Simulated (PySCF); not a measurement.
CH₂, SMILES [CH2] (connectivity only; charge and spin as stated), neutral, multiplicity 1.

Geometry optimised at B3LYP-D3(BJ)/def2-TZVPD. The isomer is the one that the SMILES or the coordinates give; other isomers of the formula were not compared.

Two levels are set side by side: PBE/def2-TZVPD (PySCF) and r2SCAN/def2-TZVPD (PySCF). Same geometry, gas phase. Differences are taken from unrounded values.

```tsv
quantity	PBE
orbital gap (eV)	0.93
highest occupied level (eV)	-5.95
lowest empty level (eV)	-5.02
dipole moment (D)	1.73
mean polarisability (bohr³)	17.3
```

**Question.** These are the PBE values. What does r2SCAN give? (An estimate is asked for; the answer gives what the named calculation found.)

**Answer.** 
```tsv
quantity	r2SCAN	PBE minus r2SCAN
orbital gap (eV)	1.71	-0.78
highest occupied level (eV)	-6.22	0.27
lowest empty level (eV)	-4.51	-0.51
dipole moment (D)	1.78	-0.06
mean polarisability (bohr³)	16.7	0.6
```

Rough cost on one machine, each run with all the roots and properties that it gave: r2SCAN against PBE about 4 times.
